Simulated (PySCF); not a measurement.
Cyclobutadiene, C₄H₄.
SMILES: `C1=CC=C1`

Level of theory: TDDFT CAM-B3LYP/def2-SVPD, vertical, gas phase, core orbitals frozen in the response (PySCF). Isolated species at its PBE0-D3(BJ)/def2-SVP geometry, gas phase.

Q: Predict the UV-vis stick spectrum at this level.

A: 

```
state  λ (nm)  E (eV)       f  main configurations (H = HOMO, L = LUMO)
   S1   469.2    2.64  0.0000                                 H→L (99%)
   S2   224.2    5.53  0.0010                  H-1→L (84%), H→L+2 (12%)
   S3   213.8    5.80  0.0000                               H→L+1 (98%)
   S4   208.9    5.93   0.022                  H→L+2 (81%), H-1→L (14%)
   S5   199.1    6.23  0.0000                               H→L+3 (99%)
   S6   183.4    6.76   0.016                  H→L+5 (65%), H-2→L (34%)
   S7   176.6    7.02  0.0000                               H→L+4 (95%)
   S8   173.0    7.17  0.0000                               H→L+6 (98%)
   S9   167.7    7.39  0.0000                               H-3→L (95%)
  S10   165.2    7.51  0.0000                               H-4→L (97%)
```

Triplets, Tamm–Dancoff:

| state | E (eV) | λ (nm) | main configurations (H = HOMO, L = LUMO) |
| --- | --- | --- | --- |
| T1 | 1.14 | 1085 | H→L (97%) |
| T2 | 4.38 | 282.8 | H→L+5 (56%), H-2→L (40%) |
| T3 | 5.02 | 246.9 | H-1→L (97%) |
| T4 | 5.66 | 219.0 | H→L+2 (85%), H→L+7 (11%) |

The lowest singlet lies at 2.64 eV (469 nm, visible) and is dark (f under 0.0005); its leading configuration is HOMO→LUMO (99%). The most intense listed level is S4 at 5.93 eV (209 nm, f = 0.022), 3.29 eV above S1. Löwdin shares by element: HOMO carbon 92%; LUMO carbon 88%. Of the 10 states listed, 2 reach f = 0.01 and 7 stay under 0.0005. The listed states span 4.86 eV, and the widest gap between neighbours is 2.89 eV (S1 to S2). Weighted by f, the mean energy of these states is 6.26 eV. S1 lies in the visible range (380 to 750 nm), at 469 nm, dark in the vertical dipole picture (f under 0.0005); light of that wavelength is blue, and its complementary colour is yellow. The vertical ionisation energy (ΔSCF) is 7.95 eV, 0.45 eV above S10. Singlets were solved by full linear response, triplets in the Tamm–Dancoff approximation.
